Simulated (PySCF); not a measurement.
# Computed spin Hamiltonian

C₄H₉N₂ (doublet state).
Structure used (GFN2-xTB), in Å, numbered top down from 1:
```xyz
15
C4H9N2 angstrom
C      2.5998   -0.1983    0.3815
N      1.3789    0.2599   -0.1962
C      0.2562   -0.1379    0.1850
C     -1.0158    0.4336   -0.4390
C     -2.1330   -0.6019   -0.4542
N     -1.2530    1.4519    0.4912
H      2.4588   -0.9618    1.1570
H      3.1165    0.6645    0.8048
H      3.2234   -0.5989   -0.4186
H      0.0749   -0.8226    1.0190
H     -0.7667    0.7703   -1.4578
H     -1.8164   -1.4957   -0.9863
H     -2.4082   -0.8593    0.5646
H     -3.0049   -0.1829   -0.9497
H     -0.7149    2.2871    0.2768
```

The hyperfine couplings belong to this conformer and change with its torsions.

Identity: `C/N=C/[C@@H](C)[NH]` [radical].

Computed with UKS B3LYP, pcH-1 on C H N, non-relativistic, mean-field spin-orbit, GIAO in PySCF. Geometry: GFN2-xTB, one conformer, isolated molecule. GFN2-xTB frequencies show an imaginary mode (52i cm⁻¹), so this geometry is no minimum at that level. Couplings are sensitive to structure, and on GFN2-xTB geometries they can be far from those on DFT ones. The SCF solution wasn't tested for stability.

* g1, g2, g3: 2.00244, 2.00385, 2.00731
* g_iso: 2.00453
* Form of g: rhombic: the two nearest values differ by 29 % of g3 − g1
* ⟨S²⟩: 0.7565 (exact 0.7500)

Isotropic coupling and dipolar principal values T1 to T3, in G; ρ(0) is the spin density at the nucleus (MHz turned into gauss with g_iso; 10 G = 1 mT):

| atom | isotope | a_iso | T1 | T2 | T3 | Mulliken spin population | ρ(0) (bohr⁻³) |
| --- | --- | --- | --- | --- | --- | --- | --- |
| C1 | 13C | 1.5 | -0.4 | -0.2 | 0.6 | 0.00 | 0.0036 |
| N2 | 14N | 2.2 | -2.1 | -1.6 | 3.8 | 0.10 | 0.0195 |
| C3 | 13C | 39.9 | -5.4 | -1.4 | 6.8 | 0.01 | 0.0996 |
| C4 | 13C | -9.8 | -1.9 | 0.7 | 1.3 | -0.05 | -0.0243 |
| C5 | 13C | 3.3 | -0.8 | -0.7 | 1.5 | 0.01 | 0.0083 |
| N6 | 14N | 10.4 | -14.9 | -14.6 | 29.4 | 0.91 | 0.0900 |
| H7 | 1H | -0.3 | -0.5 | -0.4 | 0.9 | 0.00 | -0.0002 |
| H8 | 1H | 5.9 | -0.5 | -0.3 | 0.8 | 0.01 | 0.0037 |
| H9 | 1H | 3.8 | -0.6 | -0.5 | 1.1 | 0.00 | 0.0024 |
| H10 | 1H | 1.9 | -1.8 | -1.0 | 2.8 | 0.01 | 0.0012 |
| H11 | 1H | 14.8 | -1.9 | -1.5 | 3.4 | 0.02 | 0.0093 |
| H12 | 1H | -0.5 | -0.9 | -0.6 | 1.4 | 0.00 | -0.0003 |
| H13 | 1H | -0.4 | -1.2 | -1.2 | 2.4 | 0.00 | -0.0003 |
| H14 | 1H | -0.1 | -1.2 | -0.9 | 2.2 | 0.00 | -0.0001 |
| H15 | 1H | -19.6 | -17.6 | -3.1 | 20.8 | -0.03 | -0.0123 |

Largest spin populations (Mulliken): N6 (+0.91) and N2 (+0.10). No atom but N6 exceeds +0.15.

Under fast tumbling the dipolar parts average out, and these isotropic splittings remain (the largest six): 1 × 1H (H15, I = 1/2, 2 lines) with 1.96 mT, 1 × 1H (H11, I = 1/2, 2 lines) with 1.48 mT, 1 × 14N (N6, I = 1, 3 lines) with 1.04 mT, 3 × 1H (H7/H8/H9, I = 1/2, 4 lines) with 0.32 mT, 1 × 14N (N2, I = 1, 3 lines) with 0.22 mT and 1 × 1H (H10, I = 1/2, 2 lines) with 0.19 mT.

Nuclei that the bonding pattern makes equivalent are averaged, as if the motion that swaps them (rotation, inversion, ring flip) were fast. The three 1H nuclei of mean +8.9 MHz run from -0.7 to 16.7 MHz in the frozen geometry.

The 13C coupling of C3 (111.9 MHz) shows only in satellite lines or after enrichment, since that isotope makes up about 1.07 % of natural carbon.

The spin density at the nucleus, in bohr⁻³, is negative for C4 (-0.0243) and H15 (-0.0123), for instance. A restricted open-shell determinant has no negative spin density anywhere; here it arises because α and β orbitals differ (spin polarisation).

Time: 41 s wall (with the writing of density and orbital grids); peak memory 0.85 GiB. Hardware: an Arm Neoverse V2 with one thread (shared host).
